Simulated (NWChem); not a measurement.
System: hydrogen isocyanide (CHN); SMILES [C-]#[NH+]

Input file for NWChem:

```
start job
memory heap 200 mb stack 900 mb global 1100 mb
geometry units angstroms
  C      0.000000     0.000000     0.755342
  N      0.000000     0.000000    -0.428830
  H      0.000000     0.000000    -1.441298
end
basis spherical
  * library 6-31g*
end
dft
  xc hfexch
  iterations 150
end
driver
  maxiter 120
end
task dft optimize
task dft freq
```

Excerpt of the output:

```
             Northwest Computational Chemistry Package (NWChem) 7.3.0
             --------------------------------------------------------

 ORDER OF PRIMARY AXIS IS BEING SET TO 4
 C4V symmetry detected

 AUTOZ failed to generate good internal coordinates.
 Cartesian coordinates will be used in optimizations.

                             Geometry "geometry" -> ""
                             -------------------------

 Output coordinates in angstroms (scale by  1.889725989 to convert to a.u.)

  No.       Tag          Charge          X              Y              Z
 ---- ---------------- ---------- -------------- -------------- --------------
    1 C                    6.0000     0.00000000     0.00000000     0.74898886
    2 N                    7.0000     0.00000000     0.00000000    -0.43518314
    3 H                    1.0000     0.00000000     0.00000000    -1.44765114

 Effective nuclear repulsion energy (a.u.)      23.8728069416

      Symmetry information
      --------------------

 Group name             C4v
 Group number             18
 Group order               8
 No. of unique centers     3

  xc_inp: hfexch multiplicative factor not found.

                           NWChem Geometry Optimization
                           ----------------------------

 maximum gradient threshold         (gmax) =   0.000450
 rms gradient threshold             (grms) =   0.000300
 maximum cartesian step threshold   (xmax) =   0.001800
 rms cartesian step threshold       (xrms) =   0.001200
 fixed trust radius                (trust) =   0.300000
 source of zmatrix                         =

          -------------------
          Energy Minimization
          -------------------

 Using diagonal initial Hessian

          --------
          Step   0

                                 NWChem DFT Module
                                 -----------------

 Summary of "ao basis" -> "ao basis" (spherical)
 ------------------------------------------------------------------------------
       Tag                 Description            Shells   Functions and Types
 ---------------- ------------------------------  ------  ---------------------
 C                           6-31g*                  6       14   3s2p1d
 N                           6-31g*                  6       14   3s2p1d
 H                           6-31g*                  2        2   2s

      Symmetry analysis of basis
      --------------------------

        a1         14
        a2          0
        b1          2
        b2          2
        e          12

            General Information
            -------------------
          SCF calculation type: DFT
          Wavefunction type:  closed shell.
          No. of atoms     :     3
          No. of electrons :    14
           Alpha electrons :     7
            Beta electrons :     7
          Charge           :     0
          Spin multiplicity:     1
          Use of symmetry is: on ; symmetry adaption is: on
          Maximum number of iterations: 150
          AO basis - number of functions:    30
                     number of shells:    14
          Convergence on energy requested:  1.00D-06
          Convergence on density requested:  1.00D-05
          Convergence on gradient requested:  5.00D-04

              XC Information
              --------------
                     Hartree-Fock (Exact) Exchange  1.000

      Superposition of Atomic Density Guess
      -------------------------------------

 Sum of atomic energies:         -92.45222493

      Non-variational initial energy
      ------------------------------

 Total energy =     -93.064135
 1-e energy   =    -171.446160
 2-e energy   =      54.509218
 HOMO         =      -0.372644
 LUMO         =       0.060433

      Symmetry analysis of molecular orbitals - initial
      -------------------------------------------------

 !! scf_movecs_sym_adapt:    4 vectors were symmetry contaminated

  Symmetry fudging

 !! scf_movecs_sym_adapt:    4 vectors were symmetry contaminated

  Numbering of irreducible representations:

     1 a1          2 a2          3 b1          4 b2          5 e

  Orbital symmetries:

     1 a1          2 a1          3 a1          4 a1          5 e
     6 e           7 a1          8 e           9 e          10 a1
    11 a1         12 a1         13 e          14 e          15 a1
    16 e          17 e

 !! scf_movecs_sym_adapt:    4 vectors were symmetry contaminated

  Symmetry fudging

 !! scf_movecs_sym_adapt:    4 vectors were symmetry contaminated

   convergence    iter        energy       DeltaE   RMS-Dens  Diis-err
 ---------------- ----- ----------------- --------- --------- ---------
 d= 0,ls=0.0,diis     1    -92.8349143233 -1.17D+02  8.50D-03  1.04D-01

 !! scf_movecs_sym_adapt:    2 vectors were symmetry contaminated

  Symmetry fudging

 !! scf_movecs_sym_adapt:    2 vectors were symmetry contaminated

 d= 0,ls=0.0,diis     2    -92.8498138006 -1.49D-02  2.98D-03  1.02D-02

 !! scf_movecs_sym_adapt:    4 vectors were symmetry contaminated

  Symmetry fudging

 !! scf_movecs_sym_adapt:    4 vectors were symmetry contaminated

 d= 0,ls=0.0,diis     3    -92.8511585916 -1.34D-03  1.61D-03  4.26D-03

[...]

      ----------------------
      Optimization converged
      ----------------------

  Step       Energy      Delta E   Gmax     Grms     Xrms     Xmax
  ---- ---------------- -------- -------- -------- -------- --------
@    3     -92.85446845 -8.2D-08  0.00003  0.00001  0.00013  0.00030
                                     ok       ok       ok       ok

                         Geometry "geometry" -> "geometry"
                         ---------------------------------

 Output coordinates in angstroms (scale by  1.889725989 to convert to a.u.)

  No.       Tag          Charge          X              Y              Z
 ---- ---------------- ---------- -------------- -------------- --------------
    1 C                    6.0000     0.00000000     0.00000000     0.71971868
    2 N                    7.0000     0.00000000     0.00000000    -0.43452837
    3 H                    1.0000     0.00000000     0.00000000    -1.41903573

 Effective nuclear repulsion energy (a.u.)      24.5024326647

      Symmetry information
      --------------------

 Group name             C4v
 Group number             18
 Group order               8
 No. of unique centers     3

 ==============================================================================
                                internuclear distances
 ------------------------------------------------------------------------------
       center one      |      center two      | atomic units |  angstroms
 ------------------------------------------------------------------------------
    2 N                |   1 C                |     2.18121  |     1.15425
    3 H                |   2 N                |     1.86045  |     0.98451
 ------------------------------------------------------------------------------
                         number of included internuclear distances:          2
 ==============================================================================

[second-derivative integrals and response iterations left out]

  Vibrational analysis via the FX method

  See chapter 2 in "Molecular Vibrations" by Wilson, Decius and Cross

  Vib: Default input used

 ---------------------------- Atom information ----------------------------
     atom    #        X              Y              Z            mass
 --------------------------------------------------------------------------
    C        1  0.0000000D+00  0.0000000D+00  1.3600711D+00  1.2000000D+01
    N        2  0.0000000D+00  0.0000000D+00 -8.2113956D-01  1.4003070D+01
    H        3  0.0000000D+00  0.0000000D+00 -2.6815887D+00  1.0078250D+00
 --------------------------------------------------------------------------

[unprojected Hessian and modes left out]

[...]

 Rotational Constants
 --------------------
 A=   0.000000 cm-1  (  0.000000 K)
 B=   1.554749 cm-1  (  2.236887 K)
 C=   1.554749 cm-1  (  2.236887 K)

 Temperature                      =   298.15K
 frequency scaling parameter      =   1.0000

 Linear Molecule

 Zero-Point correction to Energy  =   10.669 kcal/mol  (  0.017002 au)
 Thermal correction to Energy     =   12.401 kcal/mol  (  0.019763 au)
 Thermal correction to Enthalpy   =   12.994 kcal/mol  (  0.020707 au)

 Total Entropy                    =   48.667 cal/mol-K
   - Translational                =   35.800 cal/mol-K (mol. weight =  27.0109)
   - Rotational                   =   11.704 cal/mol-K (symmetry #  =        1)
   - Vibrational                  =    1.162 cal/mol-K

 Cv (constant volume heat capacity) =    7.323 cal/mol-K
   - Translational                  =    2.979 cal/mol-K
   - Rotational                     =    1.986 cal/mol-K
   - Vibrational                    =    2.357 cal/mol-K

[normal modes left out]

 ----------------------------------------------------------------------------
 Normal Eigenvalue ||           Projected Infra Red Intensities
  Mode   [cm**-1]  || [atomic units] [(debye/angs)**2] [(KM/mol)] [arbitrary]
 ------ ---------- || -------------- ----------------- ---------- -----------
    1       -0.000 ||    0.020522           0.473        20.006       2.062
    2        0.000 ||    0.011586           0.267        11.295       1.164
    3        0.000 ||    0.020522           0.473        20.006       2.062
    4        0.000 ||    0.011586           0.267        11.295       1.164
    5        0.000 ||    0.000000           0.000         0.000       0.000
    6      532.818 ||    0.199550           4.604       194.531      20.053
    7      532.818 ||    0.199550           4.604       194.531      20.053
    8     2309.297 ||    0.083476           1.926        81.376       8.389
    9     4091.432 ||    0.348810           8.047       340.038      35.052
 ----------------------------------------------------------------------------
```

Level: Hartree-Fock/6-31G* (spherical d).
